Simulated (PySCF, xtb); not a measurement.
chloromethane (CH₃Cl), SMILES ClC.

The structure is a stationary point at B3LYP-D3(BJ)/def2-TZVP.

Calculation: C-PCM-B3LYP/def2-TZVPD in PySCF.

The values are the electrostatic part of the solvation free energy, E(continuum) − E(gas) at the gas-phase geometry, in a cavity of scaled van der Waals radii (PySCF's table); cavitation and dispersion terms are not included. In vacuum the orbital gap is 8.01 eV. The dipole moment in vacuum is 1.95 D.

Estimate the values in water (ε = 78.36), 1-octanol (ε = 9.86), ethylethanoate (ε = 5.99). (Estimate from the structure and the level; the computed values follow.)


```csv
solvent,ε,ΔG(elec) (kcal/mol),dipole (D),gap (eV)
water,78.36,-2.6,2.57,8.30
1-octanol,9.86,-2.4,2.50,8.28
ethylethanoate,5.99,-2.2,2.45,8.26
```

For comparison, GFN2-xTB/ALPB(water) (xtb, at the GFN2-xTB geometry, all terms of that model) gives -2.1 kcal/mol.
